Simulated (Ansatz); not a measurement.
Write a Python script for the Ansatz DFT code, driven from Python that makes a comparison of dispersion corrections of C3H3NO, SMILES O=CC1=NC1. Use (for the species named): BLYP, def2-SVP basis, multiplicity 1, D3BJ dispersion.

Contents of `c3h3no.xyz`:
```text
8

O     2.38040   -0.56340   -0.15540
C     1.41040    0.17500   -0.15760
C     0.07870   -0.34420    0.03680
N    -0.63750   -1.36390    0.23670
C    -1.23320    0.12040    0.10260
H     1.46710    1.26380   -0.30320
H    -1.64530    0.47400    1.03550
H    -1.82060    0.23820   -0.79540
```

`disp.py`:
```python
# -*- coding: utf-8 -*-
"""Dispersion corrections for C3H3NO."""

import ansatz as az

molecule = az.Crystal.molecule_from_extxyz("c3h3no.xyz")

model = molecule.calculation().basis(gaussian="def2-SVP")
for name in ["blyp", "revpbe"]:
    for correction in ("d3bj", "d4"):
        r = model.functional(name, dispersion=correction).run(threads=1).report
        print(f"{name:8s} {correction:5s} total {r['free_energy_ev']:.5f} eV, of which dispersion {1000 * r['dispersion']['energy']['ev']:.2f} meV")
```

`python disp.py` gives:
```text
blyp     d3bj  total -6687.10596 eV, of which dispersion -299.13 meV
blyp     d4    total -6687.11601 eV, of which dispersion -309.18 meV
revpbe   d3bj  total -6687.45663 eV, of which dispersion -372.27 meV
revpbe   d4    total -6687.56646 eV, of which dispersion -482.11 meV
```

What to keep in mind:
- Total energies depend on the basis set; only differences at equal settings carry meaning.
- The geometry is a force-field or estimated start, not a minimum of this method, and the basis set is short of its limit. D4 holds the three-body term, and d3bj doesn't.
- Wall time of the script: 7.6 s on 1 thread of Arm Neoverse V1 (shared host), peak memory 0.17 GiB.
